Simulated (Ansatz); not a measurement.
Reaction (SMILES): [C-]#[NH+] (C-NH) → C atom + H atom + N atom
B3LYP-D3(BJ)/def2-TZVP geometries, fixed; electronic energies without zero-point terms.

The atomisation energy at MP2 with Ansatz (a quantum-chemistry and plane-wave program), in kcal/mol, split into its Hartree-Fock and correlation parts. Cores are frozen. Open shells are unrestricted. No added dispersion term, no relativity. Functions are those of the species that has most.

| basis | X | functions | Hartree-Fock | MP2 |
|---|---|---|---|---|
| cc-pVDZ | 2 | 33 | 181.53 | 274.64 |
| cc-pVTZ | 3 | 74 | 188.61 | 294.78 |
| cc-pVQZ | 4 | 140 | 189.66 | 301.57 |
| cc-pV5Z | 5 | 237 | 189.81 | 303.93 |

Worked estimate of the basis-set limit from each neighbouring pair, with Hartree-Fock from the larger set and the correlation part extrapolated as X^-3.
Correlation parts: X = 2: 93.11, X = 3: 106.17, X = 4: 111.91, X = 5: 114.12.
- (2,3): (27·(106.17) - 8·(93.11))/19 = 111.67; with Hartree-Fock 188.61 the estimate is 300.28 kcal/mol.
- (3,4): (64·(111.91) - 27·(106.17))/37 = 116.10; with Hartree-Fock 189.66 the estimate is 305.76 kcal/mol.
- (4,5): (125·(114.12) - 64·(111.91))/61 = 116.44; with Hartree-Fock 189.81 the estimate is 306.25 kcal/mol.
The last two estimates differ by 0.49 kcal/mol; the largest set lies 2.32 from the last. Over the last step Hartree-Fock moves by 0.15 and the correlation part by 2.21.
